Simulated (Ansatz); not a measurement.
Cohesive energy of some hcp solids

Method: PBE-D3(BJ) (Ansatz, a program for electronic structure, PAW). References are measured values corrected to a static lattice or taken at low temperature (these still hold zero-point motion).

Values in eV/atom.

```
solid   reference  PBE-D3(BJ)  error (eV/atom)
------  ---------  ----------  ---------------
hcp Ru       6.8*        7.38            +0.58
hcp Co      4.47*        5.44            +0.97
hcp Mg       1.51        1.79            +0.28
hcp Sc      3.93*        4.52            +0.59
hcp Y       4.42*        4.53            +0.11
hcp Zn      1.38*        1.52            +0.14
hcp Ti      4.88*        5.90            +1.02
hcp Be       3.32        4.10            +0.78
hcp Zr      6.32*        6.73            +0.41
hcp Cd      1.18*        1.18             0.00
```

Over these 10 solids the mean error is +0.49 eV/atom, the mean absolute error 0.49 eV/atom (median 0.50 eV/atom), and the worst case hcp Ti at +1.02 eV/atom; the value is too high in 9 of 10 cases.

A star marks references brought to a static lattice; the others are low-temperature values that still hold zero-point motion, which matters most for light elements.

Differences are worked out from the printed values.

Free atoms are spin-polarised, in the lowest state found; at levels without +SOC their spin–orbit coupling is left out. Each level is taken at its own relaxed cell. Ansatz's density-functional and Hartree–Fock values are scalar-relativistic unless marked +SOC, with PAW data made under PBE.

Ansatz's runs of these crystals have no spin polarisation, but for hcp Co.

Density-functional runs with spin start from parallel moments for hcp Co.

Not in this set, of the hcp solids with a reference value in our tables and a result at some level: 5 for the spin–orbit terms of free Br, In, Sn, Te, I and atoms past barium, a cut that leaves lighter open-shell atoms' terms in the errors; 1 for sources at odds. These can be a level's best or worst cases. Solids without a released value at any level aren't counted. Layered and molecular crystals are counted apart. The metals Ce to Yb are counted apart.

References as tabulated in Jana et al. (2018), arXiv:1807.00350; Kittel's textbook; Mejia-Rodriguez and Trickey (2018), arXiv:1807.09216.
